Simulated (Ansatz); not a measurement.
Results of PBEsol in Ansatz (plane waves, PAW) for zinc-blende HgTe.

Run with plane-wave cutoff 520 eV, 10×10×10 k mesh, Fermi–Dirac smearing 0.01 eV, scalar-relativistic PAW data made under PBE.

Pressure at four volumes; x = ln(V/34.479 Å³). One pressure is withheld.

```tsv
V (Å³/atom)	x	P (GPa)
32.410	-0.0619	3.05
34.479	0.0000	-0.01
35.858	0.0392	-1.50
36.548	0.0583	?
```

Problem. Pass a parabola P(x) through the three rows shown, estimate the bulk modulus and its pressure derivative near zero pressure, and predict the withheld pressure.

Solution. Slopes between the rows: (-0.01 − (3.05))/(0.0000 − (-0.0619)) = -49.43 and (-1.50 − (-0.01))/(0.0392 − (0.0000)) = -38.01 GPa. Their difference over the span 0.1011 is c = 11.42/0.1011 = 113.0 GPa, so P(x) = 3.05 + (-49.43)(x − (-0.0619)) + 113.0 (x − (-0.0619))(x − (0.0000)). At the middle row B = −dP/dx = −[-49.43 + 113.0 × 0.0619] = 42.4 GPa, and B′ = dB/dP = 2c/B = 5.3. At x = 0.0583 the parabola gives -2.10 GPa; the run gives -2.11 GPa. The Birch–Murnaghan fit to the energies at all volumes has B0 = 42.1 GPa and B′ = 5.2.

Measured, for comparison: bulk modulus 42.3 GPa (temperature not stated, no zero-point or thermal correction; as tabulated in Toher et al. (2017), arXiv:1611.05714). Computed less measured: bulk modulus -0.5 %.

Spin–orbit coupling is not included; it can shift volumes and moduli of such heavy elements.

Ansatz is a program for electronic structure.
